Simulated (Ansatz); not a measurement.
Geometry optimisation, UKS B3LYP/STO-3G in Ansatz 0.2.0.

Input:

```yaml
crystal:
  periodic: [false, false, false]
  atoms:
    - { symbol: C, position_ang: [-0.66486, 0.07457, -0.63505] }
    - { symbol: Si, position_ang: [0.86015, 0.74347, 0.23686] }
    - { symbol: S, position_ang: [-0.72183, -0.88533, 0.96098] }
    - { symbol: H, position_ang: [-0.60312, -0.5753, -1.5013] }
    - { symbol: H, position_ang: [-1.54683, 0.70678, -0.69988] }
    - { symbol: H, position_ang: [0.66897, 1.89556, 1.09459] }
    - { symbol: H, position_ang: [2.10185, 0.02539, 0.01587] }
    - { symbol: H, position_ang: [-0.09431, -1.98513, 0.52793] }
total_charge: 1
magnetization:
  spin_polarized: true
basis:
  gaussian: { orbitals: STO-3G }
hamiltonian:
  xc: b3lyp
relax:
  f_tol: 0.02
  max_steps: 40
```

Launched with:

```bash
$ ansatz run input.yaml --threads 1 --pin off --max-ram 2048MiB --backend cpu --events-out ev --progress --plain --runs-dir out
```

**Question.** Where does it end, and by what steps?

**Answer.** The forces met the threshold. Limits of this set-up: minimal basis, the dipole of an ion depends on the origin. After 5 steps the energy has fallen by 0.173 eV; Si2 moved furthest, 0.11 Å.

```
step  energy less start (eV)  largest force component (eV/Å)  accepted
   0                  0.0000                           1.464       yes
   1                 -0.1349                           0.481       yes
   2                 -0.1646                           0.478       yes
   3                 -0.1724                           0.093       yes
   4                 -0.1725                           0.057       yes
   5                 -0.1730                           0.013       yes
```

```xyz
8
Properties=species:S:1:pos:R:3
C -0.682 0.091 -0.660
Si 0.801 0.666 0.280
S -0.696 -0.853 0.996
H -0.588 -0.580 -1.525
H -1.565 0.744 -0.723
H 0.690 1.865 1.084
H 2.076 0.033 0.016
H -0.035 -1.966 0.534
```

Time of the run: 10 s on 1 thread of Intel(R) Xeon(R) Platinum 8488C (Sapphire Rapids) (shared host), peak memory 0.15 GiB.
